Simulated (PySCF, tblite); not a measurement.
Species: C₅H₉P.
Bonds: C1–C2, C2–C3 (double), C3–P4, P4–C5, C5–C6, C2–C6. Hydrogens: H7, H8, H9 on C1; H10 on C3; H11 on P4; H12, H13 on C5; H14, H15 on C6.

Structure optimised with GFN2-xTB, isolated species.

Task: What internal coordinates does the optimisation give?

Result: 
```
               bond  length (pm)
              C1–C2        149.1
              C2=C3        133.0
              C3–P4        182.2
              P4–C5        186.8
              C5–C6        153.0
              C2–C6        150.5
C1–H7, C1–H8, C1–H9        108.9
             C3–H10        107.8
             P4–H11        141.0
     C5–H12, C5–H13        109.2
     C6–H14, C6–H15        109.4
```

Bonds in one row agree within 1 pm and their mean is given. A selection of angles:
```
     angle  degrees
  C2–C1–H7    110.1
  C2–C1–H9    111.0
  H7–C1–H8    107.7
  H7–C1–H9    108.8
  C1–C2–C3    125.8
  C1–C2–C6    118.9
  C3–C2–C6    115.3
  C2–C3–P4    114.6
 C2–C3–H10    124.4
 P4–C3–H10    121.0
  C3–P4–C5     88.7
 C3–P4–H11     95.0
 C5–P4–H11     95.4
  P4–C5–C6    107.6
 P4–C5–H12    106.9
 P4–C5–H13    111.1
 C6–C5–H12    110.1
 C6–C5–H13    113.3
H12–C5–H13    107.7
 C5–C6–H14    111.5
  C2–C6–C5    107.4
 C2–C6–H14    111.5
 C2–C6–H15    108.4
H14–C6–H15    107.6
```

Torsions: C1–C2–C3–P4 -179° (antiperiplanar); C2–C3–P4–C5 12° (synperiplanar); C3–P4–C5–C6 -21° (synperiplanar); P4–C5–C6–C2 26° (synperiplanar); C1–C2–C6–C5 162° (antiperiplanar). The mirror-image conformer, all signs reversed, is as good.

The 4 C–C bonds span 1.330 Å (C2=C3, drawn double) to 1.530 Å (C5–C6, drawn single), a spread of 0.200 Å. The C–P distances run from 1.822 Å (C3–P4, drawn single) to 1.868 Å (P4–C5, drawn single), a spread of 0.046 Å. The 5-membered ring C2–C3–P4–C5–C6 has internal angles of 88.7° to 115.3°; it is puckered, 0.12 Å rms from its mean plane, widest ring torsion 26°. P4 (phosphine phosphorus) is pyramidal (angles 95.4°, 95.0° and 88.7°, sum 279.2°, 0.90 Å off the plane of its three neighbours).

Point group: C1 (no symmetry element, even within 0.4 Å). Its GFN2-xTB frequencies are all real (lowest 128 cm⁻¹). The numbers are those of one conformer.

These are computed values.
